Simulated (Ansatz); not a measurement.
Species: methanethiol, CH$_{4}$S, net charge 0, singlet state. SMILES: CS
Geometry: optimised at B3LYP-D3(BJ)/def2-TZVP (Ansatz, a program for electronic structure).

Property: vertical ionisation energy (to the doublet state of charge +1; each state is the SCF solution reached for its spin), in eV. Correlated levels leave the core frozen unless marked. Open shells are spin-unrestricted. No spin-orbit coupling. No relativistic terms. Basis-set limits of correlation are two-point, X^-3; Hartree-Fock from the larger set. The bracket is a focal-point correction in the basis named.

| level | program | vertical ionisation energy (eV) |
|---|---|---|
| SVWN5/def2-TZVPD | Ansatz | 9.49 |
| r2SCAN/def2-TZVPD | Ansatz | 9.28 |
| BHLYP/def2-TZVPD | Ansatz | (withheld) |
| CAM-B3LYP/def2-TZVPD | Ansatz | 9.43 |
| wB97X-V/def2-TZVPD | Ansatz | (withheld) |
| SCS-MP2/aug-cc-pV(T+d)Z | Ansatz | 9.47 |
| SCS-MP2/def2-TZVPPD | Ansatz | 9.43 |
| CCSD/aug-cc-pV(D+d)Z | Ansatz | (withheld) |
| CCSD/def2-TZVPPD | Ansatz | (withheld) |
| RI-MP2/CBS(aug-cc-pV(T+d)Z,aug-cc-pV(Q+d)Z)+[CCSD(T)-MP2]/aug-cc-pV(T+d)Z | Ansatz | 9.56 |

Problem. What belongs in the gaps?

Solution. 
- BHLYP/def2-TZVPD, vertical ionisation energy (eV): 9.26
- wB97X-V/def2-TZVPD, vertical ionisation energy (eV): 9.44
- CCSD/aug-cc-pV(D+d)Z, vertical ionisation energy (eV): 9.23
- CCSD/def2-TZVPPD, vertical ionisation energy (eV): 9.35
